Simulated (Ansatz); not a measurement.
Task: a single point in a Gaussian basis of C4H5Cl, SMILES CC#CCCl, with the Ansatz DFT code, driven from Python. Give the script and its output. Use: PBE0, def2-SVP basis, multiplicity 1, D4 dispersion.

```xyz
10

C     2.0775    0.1642    0.1479
C     0.6270    0.0440    0.0007
C    -0.5685   -0.0550   -0.1202
C    -2.0192   -0.1752   -0.2677
Cl   -2.7931   -0.0280    1.3266
H     2.3089    0.7826    1.0395
H     2.5025    0.6460   -0.7566
H     2.5216   -0.8448    0.2725
H    -2.2656   -1.1633   -0.7081
H    -2.3911    0.6296   -0.9346
```

`energy_c4h5cl.py`
```python
"""Single point of C4H5Cl in a Gaussian basis."""

from pathlib import Path

import ansatz as az
import numpy as np
import pandas as pd

GEOMETRY = """
C     2.07750    0.16420    0.14790
C     0.62700    0.04400    0.00070
C    -0.56850   -0.05500   -0.12020
C    -2.01920   -0.17520   -0.26770
Cl   -2.79310   -0.02800    1.32660
H     2.30890    0.78260    1.03950
H     2.50250    0.64600   -0.75660
H     2.52160   -0.84480    0.27250
H    -2.26560   -1.16330   -0.70810
H    -2.39110    0.62960   -0.93460
"""


def main() -> None:
    geometry = az.Crystal.molecule()
    for line in GEOMETRY.strip().splitlines():
        symbol, *xyz = line.split()
        geometry = geometry.atom(symbol, [float(v) for v in xyz])

    job = (
        geometry.calculation()
        .basis(gaussian="def2-SVP")
        .functional("PBE0", dispersion="d4")
        .forces()
        .orbitals()
    )
    outcome = job.run(runs_dir="runs")
    data = outcome.report

    print(f"E = {data['free_energy_ev']:.6f} eV = {data['free_energy_ev'] / 27.211386246:.7f} Ha")
    print("converged:", data["converged"], " doubts:", data["published_state_doubts"] or "none")

    symbols = [site.symbol for site in geometry.cartesian_sites]
    print("forces (eV/A)")
    for symbol, f in zip(symbols, data["forces_ev_ang"]):
        print(f"  {symbol:2s} {f[0]:9.4f} {f[1]:9.4f} {f[2]:9.4f}")

    charges = data["charge_distribution"]
    table = pd.DataFrame({"atom": symbols, "mulliken": charges["mulliken_charges_e"], "lowdin": charges["lowdin_charges_e"]})
    print(table.round(3).to_string())
    print("dipole (e A):", np.round(charges["dipole_moment_e_ang"], 4) + 0.0)

    lines = Path(data["orbitals_path"]).read_text().splitlines()
    field_of = lambda key: [line.split("=")[1].strip() for line in lines if line.startswith(key)]
    orbitals = [(27.211386 * float(e), s, float(n)) for e, s, n in zip(field_of("Ene="), field_of("Spin="), field_of("Occup="))]
    homo = max(e for e, _, n in orbitals if n > 0.5)
    lumo = min(e for e, _, n in orbitals if n < 0.5)
    for e, spin, n in sorted(orbitals):
        if homo - 10 < e < lumo + 5:
            print(f"{spin:6s} {e:10.3f} eV  occupation {n:.0f}")


if __name__ == "__main__":
    main()
```

```console
$ python energy_c4h5cl.py
E = -16734.214958 eV = -614.9710569 Ha
converged: True  doubts: none
forces (eV/A)
  C    -0.4018   -0.0611   -0.0416
  C     0.8706    0.0823    0.0710
  C    -0.9130   -0.0980   -0.2770
  C     0.8940    0.0141   -0.3555
  Cl   -0.4146   -0.0087    0.1549
  H     0.0961   -0.1838   -0.2757
  H     0.0423   -0.1353    0.3180
  H     0.0455    0.3494   -0.0192
  H    -0.1300    0.3204    0.1756
  H    -0.0890   -0.2794    0.2496
  atom  mulliken  lowdin
0    C    -0.008   0.047
1    C    -0.212  -0.093
2    C    -0.131  -0.170
3    C     0.047  -0.069
4   Cl    -0.153   0.158
5    H     0.082   0.034
6    H     0.078   0.032
7    H     0.079   0.032
8    H     0.109   0.015
9    H     0.109   0.015
dipole (e A): [ 0.2997 -0.016  -0.3007]
Alpha     -13.916 eV  occupation 2
Alpha     -13.112 eV  occupation 2
Alpha     -12.673 eV  occupation 2
Alpha     -12.275 eV  occupation 2
Alpha     -12.124 eV  occupation 2
Alpha     -11.980 eV  occupation 2
Alpha      -8.533 eV  occupation 2
Alpha      -8.409 eV  occupation 2
Alpha      -7.516 eV  occupation 2
Alpha      -7.459 eV  occupation 2
Alpha       0.453 eV  occupation 0
Alpha       1.386 eV  occupation 0
Alpha       1.902 eV  occupation 0
Alpha       2.133 eV  occupation 0
Alpha       3.243 eV  occupation 0
Alpha       3.451 eV  occupation 0
Alpha       4.467 eV  occupation 0
Alpha       4.597 eV  occupation 0
Alpha       5.319 eV  occupation 0
```

Caveats:
- Total energies depend on the basis set; only differences at equal settings carry meaning.
- The geometry is a force-field or estimated start, not a minimum of this method, and the basis set is short of its limit.
- The Löwdin charges here are taken after orthogonalising the functions within each atom; they differ from plain Löwdin charges, and their signs can be unphysical.
- Alpha marks a spatial orbital of a restricted run, filled by both spins.
- Levels such as HOMO and LUMO are orbital energies: with these approximate functionals they aren't the ionisation energy and electron affinity, and their gap isn't the fundamental gap.
- Hardware and time: 2.2 s on 1 thread of AMD EPYC 9R45 96-Core Processor (Zen 5), on a shared host, peak memory 0.3 GiB.

(Lines on the test bed's own set-up are left out of the output.)
